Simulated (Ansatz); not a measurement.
**SiPO+ (triplet): the correlation ladder, def2-TZVPP**

One table from this session's results is given with a row withheld; the runs are named, their logs left out.

The runs use Ansatz 0.2.0, Gaussian basis; def2-TZVPP, core rule «outside noble gas», up to 11 orbitals frozen.

Plan: UHF; ROHF; CCSD(T) on UHF.

### What is computed

The geometry is a PBE0/def2-TZVP stationary point (not a proven minimum) of the parent state, kept for this charge and spin.

3 atoms, charge 1, spin multiplicity 3.

Atoms are counted from 1 here; the program's logs count them from 0.

Bond lengths: O1–P2 1.484 Å, P2–Si3 2.271 Å. Angles: O1–P2–Si3 116.0°.

Set-up of the first run:

in.yaml

```yaml
crystal:
  periodic: [false, false, false]
  atoms:
    - {symbol: O, position_ang: [0.000000, -0.621986, 1.603231]}
    - {symbol: P, position_ang: [0.000000, 0.473546, 0.601473]}
    - {symbol: Si, position_ang: [0.000000, -0.167920, -1.576637]}
basis:
  gaussian: {orbitals: def2-TZVPP}
total_charge: 1
magnetization: {spin_polarized: true, initial_magnetization: 2}
hamiltonian: {xc: hf}
output: {orbitals: {seedname: orbitals}}
```

Launch:

```sh
$ ansatz run in.yaml --threads 1 --pin off --events-out ev --progress --plain --max-ram 4096MiB --backend cpu
```

Among the steps run: UHF; ROHF; CCSD(T) on UHF.

One of the session's tables, all rows but one given; the rest of the session is left out.

| method | from UCCSD(T) (kJ/mol) |
| --- | --- |
| ROHF | +1270.0 |
| UHF | ? |
| UMP2 | +135.1 |
| UCCSD | +68.2 |
| UCCSD(T) | 0 |

Q: Estimate the row for UHF from the others.

As computed: from UCCSD(T) (kJ/mol): +1233.4. In the column «from UCCSD(T) (kJ/mol)» it lies between UMP2 (+135.1) and ROHF (+1270.0).
